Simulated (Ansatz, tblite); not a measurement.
Spin states of the cluster Al2H3⁺, each relaxed with PBE-D4/def2-TZVP in Ansatz. Electronic energies in the gas phase.

The xTB rows come from tblite. LC-ωPBE has ω = 0.4 bohr⁻¹. HSE06 is defined as in plane-wave codes, on full-range PBE exchange. Correlated methods freeze 10 core orbitals. The structure comes from a short search, and lower isomers may exist.

Singlet geometry (C2v within 0.1 Å):

```xyz
5

Al   -0.839   -0.700   -1.077
Al    0.639    0.533    0.824
H     0.350   -0.067    2.254
H    -1.705   -1.420   -2.200
H     1.555    1.654    0.199
```

Triplet geometry:

```xyz
5

Al    1.3175   -0.2851   -0.0242
Al   -1.1327    0.7776   -0.0507
H    -2.1856    0.9254   -1.2250
H     2.3645   -0.6109    1.1186
H    -0.3637   -0.8071    0.1813
```

Quintet geometry (Cs within 0.1 Å):

Cartesian coordinates in Å:
```
Al 1.617 -1.497 -0.762
Al -0.025 0.345 -0.157
H -0.686 1.925 -0.344
H 0.406 -1.486 0.393
H -1.311 0.712 0.871
```

⟨S²⟩: triplet 2.00 at PBE0-D4/def2-TZVP (pure 2.00), quintet 6.01 at PBE0-D4/def2-TZVP (pure 6.00).

Only these spin states were relaxed. The triplet has other bonds than the singlet, so the gap mixes isomer and spin.

```csv
level,triplet − singlet (kcal/mol),quintet − singlet (kcal/mol),lowest of these
HF/STO-3G,59.8,191.5,singlet
HF/def2-TZVP,32.4,104.0,singlet
LDA (SPW92)/def2-TZVP,32.8,107.9,singlet
PBE-D4/def2-TZVP,32.3,107.5,singlet
B97M-V/def2-TZVP,35.7,117.6,singlet
r2SCAN0-D4/def2-TZVP,30.8,103.4,singlet
LC-ωPBE/def2-TZVP,37.5,115.0,singlet
PBE-QIDH/def2-TZVP,37.7,115.1,singlet
MP2/def2-TZVP,39.8,118.4,singlet
CCSD(T)/def2-TZVPP,41.0,120.7,singlet
```

(1) Estimate the rows for GFN1-xTB, GFN2-xTB, HF/def2-TZVPP, HF/def2-QZVPP, revPBE-D4/def2-TZVP, HSE06-D4/def2-TZVP, ωB97M-V/def2-TZVP, B2PLYP/def2-TZVP, RPA@PBE/def2-TZVP, MP2/def2-TZVPP.

Answers

(1) 
| level | triplet − singlet (kcal/mol) | quintet − singlet (kcal/mol) | lowest of these |
| --- | --- | --- | --- |
| GFN1-xTB | 49.6 | 196.9 | singlet |
| GFN2-xTB | 45.6 | 135.3 | singlet |
| HF/def2-TZVPP | 32.2 | 103.7 | singlet |
| HF/def2-QZVPP | 31.9 | 103.2 | singlet |
| revPBE-D4/def2-TZVP | 32.4 | 107.6 | singlet |
| HSE06-D4/def2-TZVP | 34.3 | 110.1 | singlet |
| ωB97M-V/def2-TZVP | 42.6 | 126.6 | singlet |
| B2PLYP/def2-TZVP | 39.8 | 121.3 | singlet |
| RPA@PBE/def2-TZVP | 38.4 | 116.7 | singlet |
| MP2/def2-TZVPP | 40.0 | 119.2 | singlet |

The xTB methods have no spin-polarisation term.
